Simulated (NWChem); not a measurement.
A series in which one site is exchanged, each optimised at PBE0/def2-SVP with NWChem, gas phase unless a solvent is named. Some are not confirmed as minima by frequencies. def2 effective core potentials on Sn; no spin-orbit coupling.

A: [SnH4] (SnH₄; site = Sn)
B: [GeH4] (GeH₄; site = Ge)
C: C (CH4; site = C)
D: [SiH4] (SiH4; site = Si)

Values for A:

- orbital gap (eV), PBE0/def2-SVP = 10.11
- static polarisability, PBE/def2-SVPD (bohr³) = 46.4
- lowest singlet excitation, PBE/def2-SVPD, TDA (eV) = 7.39

Question: How do these values change for the other members?

Answer: 
```tsv
change from A	B	C	D
orbital gap (eV), PBE0/def2-SVP	+1.07	+3.11	+1.20
static polarisability, PBE/def2-SVPD (bohr³)	-10.1	-29.2	-13.5
lowest singlet excitation, PBE/def2-SVPD, TDA (eV)	+0.70	+2.50	+1.16
```
